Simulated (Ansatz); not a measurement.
Molecular dynamics of C₂H₇Al

Input:

```yaml
crystal:
  periodic: [false, false, false]
  atoms:
    - { symbol: C, position_ang: [-1.210421, 0.954932, -0.777947] }
    - { symbol: Al, position_ang: [0.470239, -0.006041, -0.541348] }
    - { symbol: C, position_ang: [0.942495, -0.929305, 1.133884] }
    - { symbol: H, position_ang: [-2.075629, 0.288179, -0.916434] }
    - { symbol: H, position_ang: [-1.181924, 1.648711, -1.63507] }
    - { symbol: H, position_ang: [-1.432888, 1.591116, 0.106652] }
    - { symbol: H, position_ang: [1.489719, -0.112968, -1.794643] }
    - { symbol: H, position_ang: [0.042995, -1.072459, 1.765705] }
    - { symbol: H, position_ang: [1.418534, -1.901863, 0.950548] }
    - { symbol: H, position_ang: [1.654303, -0.32557, 1.7303] }
basis:
  gaussian: { orbitals: "6-31G*" }
hamiltonian:
  xc: pbe
md:
  timestep: 0.5
  n_steps: 100
  ensemble: nvt_langevin
  temperature: 500.0
  initial_velocities: maxwell_boltzmann
  seed: 888196
  friction: 0.05
scf:
  lower_state_search: "off"
```

Launched with:

```bash
$ ansatz run input.yaml --threads 1 --pin off --max-ram 2048MiB --backend cpu --events-out ev --progress --plain --runs-dir out
```

It goes on from the last frame of an earlier run, with new velocities.

Output, in part (one step line in 2, the closing report, with atoms numbered from 0):

```
md step     0: t =     0.00 fs  T =   450.0 K  F+E_penalty+E_count = -8777.45459196 eV  E_kin = 0.581670 eV  (15 SCF iters)
md step     2: t =     1.00 fs  T =   324.3 K  F+E_penalty+E_count = -8777.34459208 eV  E_kin = 0.419239 eV  (19 SCF iters)
md step     4: t =     2.00 fs  T =   275.1 K  F+E_penalty+E_count = -8777.19455790 eV  E_kin = 0.355634 eV  (19 SCF iters)
md step     6: t =     3.00 fs  T =   243.6 K  F+E_penalty+E_count = -8777.19388076 eV  E_kin = 0.314823 eV  (19 SCF iters)
md step     8: t =     4.00 fs  T =   417.6 K  F+E_penalty+E_count = -8777.30202419 eV  E_kin = 0.539787 eV  (19 SCF iters)
md step    10: t =     5.00 fs  T =   372.6 K  F+E_penalty+E_count = -8777.33273792 eV  E_kin = 0.481637 eV  (18 SCF iters)
md step    12: t =     6.00 fs  T =   298.0 K  F+E_penalty+E_count = -8777.28500516 eV  E_kin = 0.385240 eV  (18 SCF iters)
md step    14: t =     7.00 fs  T =   272.6 K  F+E_penalty+E_count = -8777.21685497 eV  E_kin = 0.352390 eV  (19 SCF iters)
md step    16: t =     8.00 fs  T =   270.4 K  F+E_penalty+E_count = -8777.17501653 eV  E_kin = 0.349512 eV  (19 SCF iters)
md step    18: t =     9.00 fs  T =   357.6 K  F+E_penalty+E_count = -8777.18884911 eV  E_kin = 0.462293 eV  (19 SCF iters)
md step    20: t =    10.00 fs  T =   487.8 K  F+E_penalty+E_count = -8777.23432191 eV  E_kin = 0.630466 eV  (19 SCF iters)
md step    22: t =    11.00 fs  T =   407.9 K  F+E_penalty+E_count = -8777.23775698 eV  E_kin = 0.527275 eV  (19 SCF iters)
md step    24: t =    12.00 fs  T =   378.7 K  F+E_penalty+E_count = -8777.19319645 eV  E_kin = 0.489537 eV  (19 SCF iters)
md step    26: t =    13.00 fs  T =   317.5 K  F+E_penalty+E_count = -8777.13432983 eV  E_kin = 0.410395 eV  (19 SCF iters)
md step    28: t =    14.00 fs  T =   297.4 K  F+E_penalty+E_count = -8777.14078412 eV  E_kin = 0.384428 eV  (19 SCF iters)
md step    30: t =    15.00 fs  T =   346.8 K  F+E_penalty+E_count = -8777.16277226 eV  E_kin = 0.448226 eV  (19 SCF iters)
md step    32: t =    16.00 fs  T =   323.6 K  F+E_penalty+E_count = -8777.15041076 eV  E_kin = 0.418276 eV  (19 SCF iters)
md step    34: t =    17.00 fs  T =   302.4 K  F+E_penalty+E_count = -8777.08291361 eV  E_kin = 0.390932 eV  (19 SCF iters)
md step    36: t =    18.00 fs  T =   248.0 K  F+E_penalty+E_count = -8776.98347164 eV  E_kin = 0.320606 eV  (19 SCF iters)
md step    38: t =    19.00 fs  T =   200.0 K  F+E_penalty+E_count = -8776.93339332 eV  E_kin = 0.258462 eV  (19 SCF iters)
md step    40: t =    20.00 fs  T =   321.1 K  F+E_penalty+E_count = -8777.00740411 eV  E_kin = 0.415084 eV  (19 SCF iters)
md step    42: t =    21.00 fs  T =   451.0 K  F+E_penalty+E_count = -8777.14159296 eV  E_kin = 0.582919 eV  (19 SCF iters)
md step    44: t =    22.00 fs  T =   486.3 K  F+E_penalty+E_count = -8777.17769129 eV  E_kin = 0.628542 eV  (18 SCF iters)
md step    46: t =    23.00 fs  T =   409.2 K  F+E_penalty+E_count = -8777.06415435 eV  E_kin = 0.528942 eV  (19 SCF iters)
md step    48: t =    24.00 fs  T =   365.7 K  F+E_penalty+E_count = -8776.97227027 eV  E_kin = 0.472671 eV  (19 SCF iters)
md step    50: t =    25.00 fs  T =   467.7 K  F+E_penalty+E_count = -8776.99923614 eV  E_kin = 0.604504 eV  (18 SCF iters)
md step    52: t =    26.00 fs  T =   453.7 K  F+E_penalty+E_count = -8777.02808014 eV  E_kin = 0.586419 eV  (19 SCF iters)
md step    54: t =    27.00 fs  T =   345.9 K  F+E_penalty+E_count = -8776.98800524 eV  E_kin = 0.447126 eV  (19 SCF iters)
md step    56: t =    28.00 fs  T =   267.8 K  F+E_penalty+E_count = -8776.91752733 eV  E_kin = 0.346194 eV  (19 SCF iters)
md step    58: t =    29.00 fs  T =   314.8 K  F+E_penalty+E_count = -8776.89457328 eV  E_kin = 0.406857 eV  (19 SCF iters)
md step    60: t =    30.00 fs  T =   315.8 K  F+E_penalty+E_count = -8776.91978778 eV  E_kin = 0.408246 eV  (19 SCF iters)
md step    62: t =    31.00 fs  T =   338.1 K  F+E_penalty+E_count = -8776.96338789 eV  E_kin = 0.437033 eV  (19 SCF iters)
md step    64: t =    32.00 fs  T =   422.7 K  F+E_penalty+E_count = -8776.96526549 eV  E_kin = 0.546429 eV  (19 SCF iters)
md step    66: t =    33.00 fs  T =   385.4 K  F+E_penalty+E_count = -8776.93564247 eV  E_kin = 0.498145 eV  (19 SCF iters)
md step    68: t =    34.00 fs  T =   340.3 K  F+E_penalty+E_count = -8776.90628824 eV  E_kin = 0.439819 eV  (19 SCF iters)
md step    70: t =    35.00 fs  T =   355.8 K  F+E_penalty+E_count = -8776.94167254 eV  E_kin = 0.459958 eV  (19 SCF iters)
md step    72: t =    36.00 fs  T =   457.6 K  F+E_penalty+E_count = -8777.03112653 eV  E_kin = 0.591477 eV  (18 SCF iters)
md step    74: t =    37.00 fs  T =   440.2 K  F+E_penalty+E_count = -8777.11689653 eV  E_kin = 0.568945 eV  (18 SCF iters)
md step    76: t =    38.00 fs  T =   458.7 K  F+E_penalty+E_count = -8777.14683312 eV  E_kin = 0.592906 eV  (18 SCF iters)
md step    78: t =    39.00 fs  T =   341.7 K  F+E_penalty+E_count = -8777.12837246 eV  E_kin = 0.441667 eV  (19 SCF iters)
md step    80: t =    40.00 fs  T =   397.9 K  F+E_penalty+E_count = -8777.10904943 eV  E_kin = 0.514291 eV  (19 SCF iters)
md step    82: t =    41.00 fs  T =   326.4 K  F+E_penalty+E_count = -8777.10247771 eV  E_kin = 0.421917 eV  (19 SCF iters)
md step    84: t =    42.00 fs  T =   299.9 K  F+E_penalty+E_count = -8777.11148017 eV  E_kin = 0.387605 eV  (19 SCF iters)
md step    86: t =    43.00 fs  T =   403.0 K  F+E_penalty+E_count = -8777.17468582 eV  E_kin = 0.520964 eV  (18 SCF iters)
md step    88: t =    44.00 fs  T =   410.4 K  F+E_penalty+E_count = -8777.22140254 eV  E_kin = 0.530502 eV  (18 SCF iters)
md step    90: t =    45.00 fs  T =   388.7 K  F+E_penalty+E_count = -8777.22740760 eV  E_kin = 0.502483 eV  (19 SCF iters)
md step    92: t =    46.00 fs  T =   412.0 K  F+E_penalty+E_count = -8777.22678070 eV  E_kin = 0.532531 eV  (19 SCF iters)
md step    94: t =    47.00 fs  T =   494.0 K  F+E_penalty+E_count = -8777.22523194 eV  E_kin = 0.638559 eV  (19 SCF iters)
md step    96: t =    48.00 fs  T =   467.3 K  F+E_penalty+E_count = -8777.26274412 eV  E_kin = 0.604070 eV  (19 SCF iters)
md step    98: t =    49.00 fs  T =   495.8 K  F+E_penalty+E_count = -8777.28117194 eV  E_kin = 0.640868 eV  (18 SCF iters)
md step   100: t =    50.00 fs  T =   518.4 K  F+E_penalty+E_count = -8777.24305415 eV  E_kin = 0.670133 eV  (18 SCF iters)
Total energy: -8777.24309318 eV, -322.5577342452 hartree
Atom 0 at    -1.309566     1.040849    -0.788820 Å, force    -0.642013     0.050029    -0.266368 eV/Å
Atom 1 at     0.377625     0.022541    -0.552100 Å, force     0.483019    -0.681581     0.033087 eV/Å
Atom 2 at     0.956206    -0.745346     1.208266 Å, force     0.481368    -0.341976    -0.326951 eV/Å
Atom 3 at    -2.056134     0.343146    -1.286389 Å, force     0.607296     0.562519     0.101878 eV/Å
Atom 4 at    -1.123619     1.896327    -1.473304 Å, force    -0.101707    -0.302167    -0.224551 eV/Å
Atom 5 at    -1.884855     1.504294     0.042716 Å, force     0.451397    -0.366522     0.167592 eV/Å
Atom 6 at     1.260268    -0.452679    -1.881938 Å, force    -0.393159     0.352024     0.308689 eV/Å
Atom 7 at     0.045366    -0.683318     1.779829 Å, force    -0.909612    -0.100597     0.734850 eV/Å
Atom 8 at     1.284673    -1.837101     1.252102 Å, force    -0.067004     1.189233    -0.227904 eV/Å
Atom 9 at     1.657414    -0.095093     1.782067 Å, force     0.090415    -0.360962    -0.300323 eV/Å
Dipole moment:    -0.144642     0.125874     0.128171 e Å
```

The run went to its last step. The mean temperature of the second half is 21 % below the set value. A run of 0.05 ps of so small a system gives no equilibrium averages.

The same pairs are bonded in the first frame and the last. Pairs count as bonded within 1.25 times the sum of covalent radii (0.12 Å more for H–H).

Last frame:

```xyz
10
Properties=species:S:1:pos:R:3
C -1.310 1.041 -0.789
Al 0.378 0.022 -0.552
C 0.956 -0.745 1.208
H -2.056 0.343 -1.286
H -1.124 1.896 -1.473
H -1.885 1.504 0.043
H 1.260 -0.453 -1.882
H 0.045 -0.683 1.780
H 1.285 -1.837 1.252
H 1.657 -0.095 1.782
```

Time of the run: 4.1 min on 1 thread of AMD EPYC (Zen 3) (shared host), peak memory 0.1 GiB.
